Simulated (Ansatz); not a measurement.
Mulliken charges of C3H3NS, SMILES `c1cscn1` from PBE/def2-TZVPP in Ansatz (PBE0-D4/def2-TZVP geometry).

```json
{"atom": "C1", "x (Å)": "-0.316", "y (Å)": "0.795", "z (Å)": "0.467", "charge (e)": "-0.095"}
{"atom": "C2", "x (Å)": "0.997", "y (Å)": "0.480", "z (Å)": "0.289", "charge (e)": "-0.073"}
{"atom": "S3", "x (Å)": "1.118", "y (Å)": "-0.982", "z (Å)": "-0.578", "charge (e)": "0.032"}
{"atom": "C4", "x (Å)": "-0.594", "y (Å)": "-1.067", "z (Å)": "-0.640", "charge (e)": "-0.022"}
{"atom": "N5", "x (Å)": "-1.213", "y (Å)": "-0.086", "z (Å)": "-0.062", "charge (e)": "-0.180"}
{"atom": "H6", "x (Å)": "-0.676", "y (Å)": "1.673", "z (Å)": "0.985", "charge (e)": "0.110"}
{"atom": "H7", "x (Å)": "1.870", "y (Å)": "1.021", "z (Å)": "0.616", "charge (e)": "0.114"}
{"atom": "H8", "x (Å)": "-1.094", "y (Å)": "-1.891", "z (Å)": "-1.132", "charge (e)": "0.113"}
```

Problem. By hand: the dipole of these point charges (1 e Å = 4.8032 D).

Solution. Σ q r = (0.240, -0.016, -0.008) e Å, of length 0.241 e Å = 1.16 D.

Problem. How does the dipole of the full density compare? (Estimate.)

Solution. The calculation gave: (0.321, -0.006, -0.002) e Å, 1.54 D; the point charges give 0.75 times that, at 3° from its direction.

Point charges leave out the atoms' own dipoles, such as those of lone pairs, and Mulliken's split depends on the basis, so the two needn't agree.
